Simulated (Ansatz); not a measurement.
# ClOSi: the cost of one run

Program: Ansatz 0.2.0, Gaussian basis. Level of theory: def2-QZVPP, core rule «outside noble gas», up to 11 orbitals frozen. These are calculated values, not measurements.

Plan: UHF; ROHF; CCSD(T) on UHF.

### Step 1. The system

The geometry is a PBE0/def2-TZVP stationary point (not a proven minimum).

3 atoms, charge 0, spin multiplicity 4.

Atoms are counted from 1 here; the program's logs count them from 0.

Bond lengths: Cl1–Si3 2.238 Å, O2–Si3 1.908 Å. Angles: Cl1–Si3–O2 65.5°.

### Step 2. UHF

File in.yaml:

```yaml
crystal:
  periodic: [false, false, false]
  atoms:
    - {symbol: Cl, position_ang: [0.000000, -0.104654, 1.131961]}
    - {symbol: O, position_ang: [0.000000, 1.273898, -0.660805]}
    - {symbol: Si, position_ang: [0.000000, -0.593591, -1.052463]}
basis:
  gaussian: {orbitals: "def2-QZVPP.json"}
magnetization: {spin_polarized: true, initial_magnetization: 3}
hamiltonian: {xc: hf}
output: {orbitals: {seedname: orbitals}}
```

The run is started by

```bash
> ansatz run in.yaml --threads 1 --pin off --events-out ev --progress --plain --max-ram 2393MiB
```

**Question.** How long does this run take on 1 thread of Arm Neoverse V1, shared host, and how much memory does it need?

About 67 s, with a peak of 0.58 GiB.
